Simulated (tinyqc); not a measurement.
Inside a calculation. Method: RHF in the sto-6g basis, for H2O, spin multiplicity 1. One step of it, computed by the program tinyqc.

Question. Iteration 2: DIIS coefficients. Solve [B -1; -1 0][c; lambda] = [0; -1] for the coefficients, which sum to one.

B (overlaps of the stored error matrices):
```
,1,2
1,3.9207991e+00,1.6829580e-02
2,1.6829580e-02,2.4614031e-01
```

Give: DIIS coefficients.

Answer.

DIIS coefficients: 0.0555  0.9445
